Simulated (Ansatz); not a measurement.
**C3H3F3: one species, many methods**

One table from this session's results is given with a row withheld; the runs are named, their logs left out.

Method: functionals in def2-TZVPP, the program's frozen cores in correlated methods; program: Ansatz 0.2.0, Gaussian basis.

Plan: PBE-D4, r2SCAN-D4, PBE0-D4, B3LYP-D4, ωB97X-V, ωB97M-V, B2PLYP; CCSD(T)/def2-TZVPP; MP2/def2-QZVPP; extrapolation to the limit.

## The relaxed structure

The geometry comes from an earlier relaxation with PBE0-D4 in a triple-zeta def2 set; it is a stationary point, not always the lowest conformer.

9 atoms, charge 0, spin multiplicity 1.

Atoms are counted from 1 here; the program's logs count them from 0.

Bond lengths: F1–C2 1.333 Å, C2–C3 1.324 Å, C2–H7 1.083 Å, C3–F4 1.340 Å, C3–C5 1.478 Å, C5–F6 1.382 Å, C5–H8 1.094 Å, C5–H9 1.091 Å. Angles: F1–C2–C3 121.3°, F1–C2–H7 114.5°, C3–C2–H7 124.2°, C2–C3–F4 118.0°, C2–C3–C5 126.9°, F4–C3–C5 115.0°, C3–C5–F6 110.7°, C3–C5–H8 110.0°, C3–C5–H9 109.9°, F6–C5–H8 107.6°, F6–C5–H9 108.8°, H8–C5–H9 109.8°.

The first run:

in.yaml

```yaml
crystal:
  periodic: [false, false, false]
  atoms:
    - {symbol: F, position_ang: [-1.763931, -1.116140, 0.099938]}
    - {symbol: C, position_ang: [-0.618756, -1.106940, -0.581590]}
    - {symbol: C, position_ang: [0.313617, -0.196824, -0.346913]}
    - {symbol: F, position_ang: [1.436367, -0.242209, -1.077146]}
    - {symbol: C, position_ang: [0.268296, 0.880364, 0.664023]}
    - {symbol: F, position_ang: [0.191351, 2.119090, 0.054975]}
    - {symbol: H, position_ang: [-0.529292, -1.894052, -1.319361]}
    - {symbol: H, position_ang: [1.180456, 0.864736, 1.268568]}
    - {symbol: H, position_ang: [-0.604010, 0.749475, 1.306404]}
basis:
  gaussian: {orbitals: def2-TZVPP}
hamiltonian: {xc: pbe, dispersion: d4}
output: {forces: true, orbitals: {seedname: orbitals}}
```

Launch:

```console
$ ansatz run in.yaml --threads 4 --pin off --events-out ev --progress --plain --max-ram 10444MiB
```

Steps of the session up to this table: PBE-D4 (GGA); r2SCAN-D4 (meta-GGA); PBE0-D4 (hybrid); B3LYP-D4 (hybrid); ωB97X-V (range-separated); ωB97M-V (range-separated); B2PLYP (double hybrid); CCSD(T) in def2-TZVPP; MP2 in def2-QZVPP.

One table of the session follows, with a row left open; its other results are not shown here.

```
            method  atomisation energy (kJ/mol)
            PBE-D4                       3845.2
         r2SCAN-D4                       3703.3
           PBE0-D4                       3715.7
          B3LYP-D4                       3675.5
           ωB97X-V                       3687.2
           ωB97M-V                       3693.2
            B2PLYP                       3644.7
     HF/def2-TZVPP                       2576.3
    MP2/def2-TZVPP                       3698.5
   CCSD/def2-TZVPP                       3500.6
CCSD(T)/def2-TZVPP                            ?
           MP2/CBS                       3796.9
       CCSD(T)/CBS                       3672.3
```

Estimate the missing values for CCSD(T)/def2-TZVPP.

**Answer.** atomisation energy (kJ/mol): 3573.9. In the column «atomisation energy (kJ/mol)» it lies between CCSD/def2-TZVPP (3500.6) and B2PLYP (3644.7).
